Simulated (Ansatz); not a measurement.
Input for Ansatz (development build ahead of 0.2.0):

```yaml
crystal:
  periodic: [false, false, false]
  atoms:
    - { symbol: C, position_ang: [0.0, 0.0, -0.28091] }
    - { symbol: O, position_ang: [0.0, 1.04142, 0.19004] }
    - { symbol: O, position_ang: [0.0, -1.04142, 0.19004] }
    - { symbol: H, position_ang: [0.0, 0.0, -1.35519] }
basis:
  gaussian: { orbitals: cc-pVTZ }
total_charge: -1
hamiltonian:
  xc: hf
correlation:
  method: mp2
  frozen_orbitals: { C: 1, H: 0, O: 1 }
```

The input is written out in the form of the current development build from the run's settings.

Output:

| Quantity | Value |
| --- | --- |
| Converged | yes |
| Reference energy | -188.23509 hartree |
| Correlation energy | -0.62071 hartree |
| Total energy | -188.85580 hartree |
| Spin squared of the determinant | 0.000 |

Caution: no unrestricted run beside it, a lower state can exist; no diffuse functions for an anion.
